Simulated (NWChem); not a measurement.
## Correlation energy of hydrogen chloride (HCl)

SMILES: Cl
```xyz
2

Cl     0.0000     0.0000     0.0716
H      0.0000     0.0000    -1.2180
```
Charge 0, spin multiplicity 1.

Program: NWChem. Structure: optimised with B3LYP/def2-SVP, a minimum by its harmonic frequencies.

Basis set: cc-pVTZ. Each correlation energy counts from its own Hartree-Fock reference.

The correlated methods keep 5 core orbitals frozen. Coupled-cluster values serve here as a point of comparison, not as the truth.

```csv
method,correlation energy (mHa)
CCSD(T),-230.6
SCS-MP2,?
CCSD+T(CCSD),-230.6
RI-MP2,-202.7
CCSD,?
MP2,-202.8
CR-CCSD[T],-229.5
CR-CCSD(T),-229.5
```

Task: Some entries are withheld; supply them.

Result: 
- SCS-MP2, correlation energy (mHa): -202.3
- CCSD, correlation energy (mHa): -222.9
